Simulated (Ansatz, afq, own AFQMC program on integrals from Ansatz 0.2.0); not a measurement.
## SiO, singlet: AFQMC among the cluster methods

```xyz
2

Si    0.0000    0.0000    0.0000
O     0.0000    0.0000    1.5088
```

Basis 6-31G. Noble-gas cores (and the filled d shells of Ga–Kr and In–Xe) are frozen. Ansatz 0.2.0 and our own AFQMC program on the same integrals; the CISD trial comes from CCSD amplitudes, and released means the phaseless constraint is let go. Uncertainties: one standard error, sampling alone.

Determinant: RHF, the one that the program's search chose, which needn't be the lowest solution. The geometry is a point of a scan.

Full CI is exact in this basis; its frozen core comes from its own orbitals, which moves totals by up to a few meV.

Cautions: higher spins were not checked; raised T1 diagnostic (T1 0.033, weight of the determinant 0.89, largest double 0.08); full CI with its own frozen core.

```
T1 diagnostic                               : 0.0326
weight of the determinant in the CISD state : 0.893
size of the correlated space                : 10 electrons in 16 orbitals
```

| level | correlation energy (eV) |
| --- | --- |
| MP2 | -5.4403 |
| CCSD | -5.2096 |
| CCSD(T) | -5.4649 |

Task: Estimate where full CI lies against CCSD(T) in the same basis.

Result: 0.89 kcal/mol below CCSD(T).

Reference: full CI, correlation energy -5.503 eV. The released energy is read at 1.50 1/Eh (meV from the phaseless value at times in 1/Eh: -2 ± 12 at 0.24, -18 ± 11 at 0.50, -43 ± 12 at 1.00, -45 ± 13 at 1.50). CCSDTQ lies 1.3 meV below full CI, in part by the other frozen core, which shifts every row alike, so rows that close can't be ranked against it.

```
         level  E − E(reference) (kcal/mol)  share of correlation (%)
       CCSD(T)                         0.89                     99.30
         CCSDT                         0.67                     99.47
      CCSDT(Q)                        -0.16                    100.13
        CCSDTQ                        -0.03                    100.02
 ph-AFQMC/CISD                  0.76 ± 0.30                     99.40
released AFQMC                 -0.29 ± 0.30                    100.23
```

CCSDT and higher add their correlation energy to the determinant of the CCSD(T) run, since their own runs factorise the integrals more tightly (a shift of under 2 meV). A walk keeps the symmetry of its determinant, which the program's search chose and which needn't be the lowest solution, so a lower state of the same spin and another symmetry isn't excluded. Released energies are given only where the last usable release times agree within the noise; a slower fall can still hide under it.
